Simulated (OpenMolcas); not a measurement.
**Predicting a hybrid from its neighbours: [NO2]+**

[NO2]+: 3 atoms, total charge +1, spin state singlet. SMILES: `O=[N+]=O`. The coordinates come from a PBE0-D4/def2-TZVP relaxation.

The HOMO–LUMO gap y, in eV, basis def2-TZVPPD; a is the functional's share of exact exchange. Programs: OpenMolcas 26.06.

| functional | program | a | y (eV) |
| --- | --- | --- | --- |
| PBE | OpenMolcas | 0 | 7.60 |
| r2SCAN | OpenMolcas | 0 | 8.17 |
| B3LYP | OpenMolcas | 0.2 | ? |
| PBE0 | OpenMolcas | 0.25 | 10.40 |
| BHLYP | OpenMolcas | 0.5 | 13.18 |

Task: Fit y = c + s·a to the known rows and predict B3LYP.

Result: 
1. Means of the 4 rows: a = 0.1875, y = 9.838.
2. Σ(Δa)² = 0.17188, Σ(Δa·Δy) = 1.8119, so the slope is 1.8119/0.17188 = 10.542.
3. Intercept: 9.838 − (10.542) × 0.1875 = 7.861. The largest residual of the fit is 0.31.
4. B3LYP: 7.861 + (10.542) × 0.2 = 9.97 eV.

The run gave 9.76 eV, so the prediction is off by +0.21 eV, within the scatter of the fit. Exact exchange lowers occupied levels and raises empty ones. The rows mix families of semi-local functionals, which the line can't see.
